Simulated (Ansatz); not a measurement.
How far each method lies from RCCSDTQ for Ge$_{2}$C, singlet

Geometry: a PBE0/def2-TZVP stationary point for this spin, not checked as a minimum.

```xyz
3

Ge    0.0000    0.0000    1.7675
C     0.0000    0.0000    0.0000
Ge    0.0000    0.0000   -1.7675
```

Basis cc-pVDZ; Ansatz 0.2.0. Correlated methods freeze the noble-gas cores and the filled d shells of p-block atoms, which leaves 12 electrons in 39 orbitals. R marks a restricted (for open shells ROHF) determinant. Active spaces: valence = (12e, 12o) chosen from the atoms' valence shells. No spin–orbit coupling is included, and no scalar relativity.

Full CI isn't at hand for all of this; RCCSDTQ serves as the reference, and is uncertain by about the last step of the cluster series.

* UHF ⟨S²⟩: 0.000
* T1 diagnostic (RCCSD): 0.0197
* largest doubles amplitude (RCCSD): 0.073

```json
{"level": "RHF", "E − E(RCCSDTQ) (meV)": "8577", "share of correlation (%)": "0.00", "wall time": "–"}
{"level": "RMP2", "E − E(RCCSDTQ) (meV)": "1040", "share of correlation (%)": "87.88", "wall time": "–"}
{"level": "RCCSD", "E − E(RCCSDTQ) (meV)": "638", "share of correlation (%)": "92.56", "wall time": "–"}
{"level": "RCCSD(T)", "E − E(RCCSDTQ) (meV)": "79", "share of correlation (%)": "99.08", "wall time": "3.8 s"}
{"level": "BCCD(T)", "E − E(RCCSDTQ) (meV)": "72", "share of correlation (%)": "99.16", "wall time": "2.1 s"}
{"level": "RCCSDT", "E − E(RCCSDTQ) (meV)": "62", "share of correlation (%)": "99.27", "wall time": "–"}
{"level": "RCCSDT(Q)", "E − E(RCCSDTQ) (meV)": "-4", "share of correlation (%)": "100.05", "wall time": "9 s"}
{"level": "CASSCF (valence space)", "E − E(RCCSDTQ) (meV)": "4325", "share of correlation (%)": "49.57", "wall time": "–"}
{"level": "NEVPT2 (valence space)", "E − E(RCCSDTQ) (meV)": "1000", "share of correlation (%)": "88.34", "wall time": "17 s (H100)"}
{"level": "MRCISD (valence space)", "E − E(RCCSDTQ) (meV)": "353", "share of correlation (%)": "95.88", "wall time": "–"}
{"level": "MRCISD+Q (valence space)", "E − E(RCCSDTQ) (meV)": "24", "share of correlation (%)": "99.72", "wall time": "26 s (H100)"}
```

The correlation energy at RCCSDTQ, counted from RHF, is -8.577 eV. That run took 22 s on 2 threads of AMD EPYC 7R13 with a shared H100 80 GB, shared host.

Times hold each run's SCF and search for its determinant on a shared host, so for small cases they say little of a method's own cost; rows without a card ran on 1 thread of AMD EPYC 7R13.

Natural occupations of CASSCF (valence space) about the gap: 1.981 1.967 1.964 1.898 1.898 0.070 0.070 0.053 0.053 0.033; effectively unpaired electrons, Σ n²(2−n)², 0.15.

Atomization energy (electronic, same basis, no zero-point term; atoms at the same level, unrestricted beside the R rows where the molecule is a closed shell, but restricted open-shell past Ca, as are all atoms' steps beyond CCSDT(Q)) at RCCSDTQ: 820.2 kJ/mol. Errors of other levels:

```json
{"level": "RHF", "error (kJ/mol)": "-315.8"}
{"level": "RMP2", "error (kJ/mol)": "49.1"}
{"level": "RCCSD", "error (kJ/mol)": "-52.6"}
{"level": "RCCSD(T)", "error (kJ/mol)": "-5.2"}
{"level": "BCCD(T)", "error (kJ/mol)": "-4.4"}
{"level": "RCCSDT", "error (kJ/mol)": "-5.9"}
{"level": "RCCSDT(Q)", "error (kJ/mol)": "0.3"}
{"level": "CASSCF (valence space)", "error (kJ/mol)": "-7.6"}
{"level": "NEVPT2 (valence space)", "error (kJ/mol)": "3.4"}
{"level": "MRCISD (valence space)", "error (kJ/mol)": "-27.8"}
{"level": "MRCISD+Q (valence space)", "error (kJ/mol)": "-11.3"}
```

This basis is far from its limit, so the value isn't to be set against a measured one. Truncated CI isn't size-consistent, which counts against it in atomization.
